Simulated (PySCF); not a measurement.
# chlorosilane (SiH3Cl): NMR shifts at several levels of theory

Aim: compute the NMR shifts of chlorosilane (SiH3Cl) (`[SiH3]Cl`) at several levels, and see how far they spread and what each costs.

Programs: PySCF 2.14.0, with density-fitted response routines of our own. Each step states its level of theory. These are calculated values for one molecule in the gas phase, unless marked as measured. Atoms count from 0, in the outputs and in this text.

## Step 1: Starting geometry

5 atoms, charge 0, multiplicity 1; geometry from: PBE0-D3(BJ)/def2-SVP.

Bonds of the start (Å): Si0–Cl1 2.07, Si0–H2 1.49, Si0–H3 1.49, Si0–H4 1.49.

## Step 2: NMR shieldings: PBE0/6-31G*

What the job is given:

```
{"job": {"kind": "nmr", "xc": "PBE0", "basis": "6-31G*", "pop": true}, "charge": 0, "multiplicity": 1}
Si     1.164099     0.919178    -0.417246
Cl     3.226844     0.843610    -0.295266
H      0.705614    -0.067343    -1.433819
H      0.755604     2.293649    -0.818468
H      0.591278     0.583531     0.915376
```

With the program's defaults for keys left out, this is: GIAO PBE0/6-31G* NMR shielding, non-relativistic, gas phase.

The run is started by

```bash
OMP_NUM_THREADS=1 python probes_run.py task.json out
```

This one command runs all jobs of the session in turn.

Log:

```text
coarse grid: 5112 points
cycle   1  E = -751.2214803715  dE = -8.258e-02  |g| = 2.158e-01  |ddm| = 1.797e+00
cycle   2  E = -751.2205354610  dE =  9.449e-04  |g| = 2.256e-01  |ddm| = 6.269e-01
cycle   3  E = -751.2372991819  dE = -1.676e-02  |g| = 6.298e-03  |ddm| = 3.265e-01
cycle   4  E = -751.2373155262  dE = -1.634e-05  |g| = 1.388e-03  |ddm| = 1.307e-02
cycle   5  E = -751.2373161726  dE = -6.465e-07  |g| = 1.597e-04  |ddm| = 2.274e-03
final grid: 39792 points
cycle   6  E = -751.2110383476  dE = -2.244e-06  |g| = 9.643e-04  |ddm| = 5.736e-03
cycle   7  E = -751.2110383805  dE = -3.290e-08  |g| = 9.157e-04  |ddm| = 2.689e-03
cycle   8  E = -751.2110386500  dE = -2.695e-07  |g| = 5.207e-05  |ddm| = 1.357e-03
cycle   9  E = -751.2110386509  dE = -8.489e-10  |g| = 1.714e-05  |ddm| = 8.860e-05
converged SCF energy = -751.2110386509

GIAO shielding tensors (ppm)
atom      isotropic    diamagn.    paramagn.     s11        s22        s33       span
  0 Si     420.730     878.880    -458.150    392.203    392.295    477.690     85.487
  1 Cl    1056.200    1146.390     -90.190   1023.577   1072.454   1072.569     48.992
  2 H       26.882      28.800      -1.918     23.462     25.116     32.068      8.607
  3 H       26.882      27.953      -1.072     23.461     25.115     32.068      8.607
  4 H       26.882      29.021      -2.139     23.460     25.116     32.071      8.611
```

It took 3.4 s on 1 thread of Arm Neoverse N1, shared host; peak memory 0.28 GiB.

The references, computed at this level on geometries of the same kind, shield at (ppm): 1H TMS 31.96, 29Si TMS 418.1, 35Cl HCl 930. Their shielding less the atom's gives the shift. The references are single molecules in the gas phase. Atoms listed in one row are averaged.

```tsv
atoms	environment	σ (ppm)	δ (ppm)
H2, H3, H4	hydrogen on a silicon bonded to Cl	26.88	5.08
Si0	silicon bonded to Cl, 3 H	420.7	-2.6
Cl1	chlorine bonded to Si	1056	-126
```

The run also stored atomic charges by several schemes (e):

```tsv
atoms	Mulliken	IAO	Hirshfeld	ESP fit
Si0	0.41	0.63	0.33	0.26
Cl1	-0.28	-0.31	-0.15	-0.19
```

Mayer bond orders: Si0–Cl1 0.97.

## Step 3: NMR shieldings: PBE0/6-311+G(2d,p)

What the job is given:

```
{"job": {"kind": "nmr", "xc": "PBE0", "basis": "6-311+G(2d,p)", "pop": true}, "charge": 0, "multiplicity": 1}
Si     1.164099     0.919178    -0.417246
Cl     3.226844     0.843610    -0.295266
H      0.705614    -0.067343    -1.433819
H      0.755604     2.293649    -0.818468
H      0.591278     0.583531     0.915376
```

Level: GIAO PBE0/6-311+G(2d,p) NMR shielding, non-relativistic, gas phase.

Log:

```text
coarse grid: 5112 points
cycle   1  E = -751.2514966949  dE = -1.173e-01  |g| = 2.452e-01  |ddm| = 1.552e+00
cycle   2  E = -751.2497385867  dE =  1.758e-03  |g| = 2.399e-01  |ddm| = 4.308e-01
cycle   3  E = -751.2640231661  dE = -1.428e-02  |g| = 2.872e-02  |ddm| = 2.433e-01
cycle   4  E = -751.2642101762  dE = -1.870e-04  |g| = 5.675e-03  |ddm| = 2.851e-02
cycle   5  E = -751.2642165095  dE = -6.333e-06  |g| = 1.141e-03  |ddm| = 5.041e-03
final grid: 39792 points
cycle   6  E = -751.2757632703  dE = -8.728e-06  |g| = 1.841e-03  |ddm| = 6.065e-03
cycle   7  E = -751.2757630584  dE =  2.118e-07  |g| = 2.005e-03  |ddm| = 3.300e-03
cycle   8  E = -751.2757640782  dE = -1.020e-06  |g| = 6.091e-05  |ddm| = 1.836e-03
cycle   9  E = -751.2757640793  dE = -1.170e-09  |g| = 2.169e-05  |ddm| = 9.164e-05
cycle  10  E = -751.2757640795  dE = -1.315e-10  |g| = 4.448e-06  |ddm| = 2.348e-05
converged SCF energy = -751.2757640795

GIAO shielding tensors (ppm)
atom      isotropic    diamagn.    paramagn.     s11        s22        s33       span
  0 Si     377.812     878.292    -500.480    344.928    345.015    443.493     98.566
  1 Cl    1018.407    1146.237    -127.830   1012.941   1013.037   1029.242     16.301
  2 H       26.240      28.827      -2.587     22.818     24.433     31.468      8.651
  3 H       26.239      28.258      -2.019     22.817     24.432     31.468      8.651
  4 H       26.240      28.976      -2.736     22.816     24.433     31.470      8.655
```

It took 6.1 s on 1 thread of Arm Neoverse N1, shared host; peak memory 0.35 GiB.

In short: δ Si0 -33.4, Cl1 -70, H2 5.27 ppm (means over like atoms).

## Step 4: NMR shieldings: PBE0/def2-SVP

What the job is given:

```
{"job": {"kind": "nmr", "xc": "PBE0", "basis": "def2-SVP", "pop": true}, "charge": 0, "multiplicity": 1}
Si     1.164099     0.919178    -0.417246
Cl     3.226844     0.843610    -0.295266
H      0.705614    -0.067343    -1.433819
H      0.755604     2.293649    -0.818468
H      0.591278     0.583531     0.915376
```

Method: GIAO PBE0/def2-SVP NMR shielding, non-relativistic, gas phase.

Log:

```text
coarse grid: 5112 points
cycle   1  E = -750.9189041606  dE = -1.045e-01  |g| = 2.172e-01  |ddm| = 1.904e+00
cycle   2  E = -750.9181433028  dE =  7.609e-04  |g| = 2.236e-01  |ddm| = 6.014e-01
cycle   3  E = -750.9331948571  dE = -1.505e-02  |g| = 1.040e-02  |ddm| = 3.182e-01
cycle   4  E = -750.9332301922  dE = -3.534e-05  |g| = 2.654e-03  |ddm| = 1.585e-02
cycle   5  E = -750.9332320834  dE = -1.891e-06  |g| = 4.286e-04  |ddm| = 3.084e-03
final grid: 39792 points
cycle   6  E = -751.0138226676  dE = -2.869e-06  |g| = 8.456e-04  |ddm| = 6.236e-03
cycle   7  E = -751.0138226951  dE = -2.747e-08  |g| = 7.984e-04  |ddm| = 2.288e-03
cycle   8  E = -751.0138228739  dE = -1.788e-07  |g| = 5.379e-05  |ddm| = 1.140e-03
cycle   9  E = -751.0138228749  dE = -9.832e-10  |g| = 1.628e-05  |ddm| = 9.362e-05
converged SCF energy = -751.0138228749

GIAO shielding tensors (ppm)
atom      isotropic    diamagn.    paramagn.     s11        s22        s33       span
  0 Si     435.905     877.352    -441.447    402.919    403.012    501.783     98.863
  1 Cl    1062.524    1145.861     -83.337   1024.849   1081.295   1081.428     56.579
  2 H       26.320      28.941      -2.621     22.823     24.461     31.677      8.854
  3 H       26.319      27.914      -1.594     22.822     24.460     31.676      8.854
  4 H       26.320      29.211      -2.890     22.821     24.461     31.679      8.858
```

It took 3.1 s on 1 thread of Arm Neoverse N1, shared host; peak memory 0.35 GiB.

In short: δ Si0 -28.7, Cl1 -94, H2 5.02 ppm (means over like atoms).

## Step 5: Nuclear shieldings: PBE0/def2-TZVP

What the job is given:

```
{"job": {"kind": "nmr", "xc": "PBE0", "basis": "def2-TZVP", "pop": true}, "charge": 0, "multiplicity": 1}
Si     1.164099     0.919178    -0.417246
Cl     3.226844     0.843610    -0.295266
H      0.705614    -0.067343    -1.433819
H      0.755604     2.293649    -0.818468
H      0.591278     0.583531     0.915376
```

Level: GIAO PBE0/def2-TZVP NMR shielding, non-relativistic, gas phase.

Log:

```text
coarse grid: 5112 points
cycle   1  E = -751.2656477420  dE = -9.820e-02  |g| = 2.214e-01  |ddm| = 1.546e+00
cycle   2  E = -751.2640342350  dE =  1.614e-03  |g| = 2.371e-01  |ddm| = 3.884e-01
cycle   3  E = -751.2780393027  dE = -1.401e-02  |g| = 2.248e-02  |ddm| = 2.070e-01
cycle   4  E = -751.2781198600  dE = -8.056e-05  |g| = 5.740e-03  |ddm| = 1.386e-02
cycle   5  E = -751.2781269137  dE = -7.054e-06  |g| = 1.728e-03  |ddm| = 4.721e-03
final grid: 39792 points
cycle   6  E = -751.2785447542  dE = -7.049e-06  |g| = 2.909e-03  |ddm| = 7.075e-03
cycle   7  E = -751.2785442928  dE =  4.614e-07  |g| = 2.904e-03  |ddm| = 3.798e-03
cycle   8  E = -751.2785462411  dE = -1.948e-06  |g| = 2.198e-04  |ddm| = 2.264e-03
cycle   9  E = -751.2785462566  dE = -1.554e-08  |g| = 1.976e-05  |ddm| = 2.041e-04
cycle  10  E = -751.2785462567  dE = -9.504e-11  |g| = 8.939e-06  |ddm| = 2.458e-05
converged SCF energy = -751.2785462567

GIAO shielding tensors (ppm)
atom      isotropic    diamagn.    paramagn.     s11        s22        s33       span
  0 Si     368.353     878.169    -509.817    335.680    335.767    433.611     97.931
  1 Cl    1025.118    1146.940    -121.822   1021.011   1027.120   1027.224      6.213
  2 H       26.197      28.488      -2.292     22.830     24.284     31.476      8.646
  3 H       26.196      27.678      -1.482     22.829     24.283     31.475      8.646
  4 H       26.197      28.700      -2.504     22.828     24.284     31.478      8.650
```

Run time: 6.8 s. Hardware: 1 thread of Arm Neoverse N1, shared host; peak memory 0.36 GiB.

In short: δ Si0 -36.8, Cl1 -92, H2 5.28 ppm (means over like atoms).

## Step 6: Shielding tensors: PBE0/cc-pVDZ

What the job is given:

```
{"job": {"kind": "nmr", "xc": "PBE0", "basis": "cc-pVDZ", "pop": true}, "charge": 0, "multiplicity": 1}
Si     1.164099     0.919178    -0.417246
Cl     3.226844     0.843610    -0.295266
H      0.705614    -0.067343    -1.433819
H      0.755604     2.293649    -0.818468
H      0.591278     0.583531     0.915376
```

Level: GIAO PBE0/cc-pVDZ NMR shielding, non-relativistic, gas phase.

Log:

```text
coarse grid: 5112 points
cycle   1  E = -751.2244762989  dE = -6.532e-02  |g| = 2.162e-01  |ddm| = 3.524e+00
cycle   2  E = -751.2230649667  dE =  1.411e-03  |g| = 2.274e-01  |ddm| = 1.188e+00
cycle   3  E = -751.2393167610  dE = -1.625e-02  |g| = 9.763e-03  |ddm| = 5.810e-01
cycle   4  E = -751.2393494073  dE = -3.265e-05  |g| = 2.702e-03  |ddm| = 2.444e-02
cycle   5  E = -751.2393514598  dE = -2.052e-06  |g| = 4.880e-04  |ddm| = 5.190e-03
final grid: 39792 points
cycle   6  E = -751.2523061054  dE = -1.509e-06  |g| = 6.732e-04  |ddm| = 9.952e-03
cycle   7  E = -751.2523061435  dE = -3.812e-08  |g| = 5.781e-04  |ddm| = 3.360e-03
cycle   8  E = -751.2523062427  dE = -9.926e-08  |g| = 6.318e-05  |ddm| = 1.504e-03
cycle   9  E = -751.2523062441  dE = -1.380e-09  |g| = 1.306e-05  |ddm| = 2.322e-04
cycle  10  E = -751.2523062442  dE = -6.003e-11  |g| = 3.582e-06  |ddm| = 4.876e-05
converged SCF energy = -751.2523062442

GIAO shielding tensors (ppm)
atom      isotropic    diamagn.    paramagn.     s11        s22        s33       span
  0 Si     443.120     879.165    -436.045    413.306    413.389    502.665     89.359
  1 Cl    1059.489    1146.950     -87.461   1032.070   1073.143   1073.254     41.184
  2 H       26.293      28.749      -2.456     22.649     24.398     31.832      9.183
  3 H       26.292      27.886      -1.594     22.648     24.396     31.832      9.183
  4 H       26.293      28.976      -2.682     22.647     24.398     31.834      9.187
```

Run time: 3.8 s. Hardware: 1 thread of Arm Neoverse N1, shared host; peak memory 0.36 GiB.

In short: δ Si0 -24.5, Cl1 -99, H2 5.00 ppm (means over like atoms).

(Part 1 of 2 ends here.)
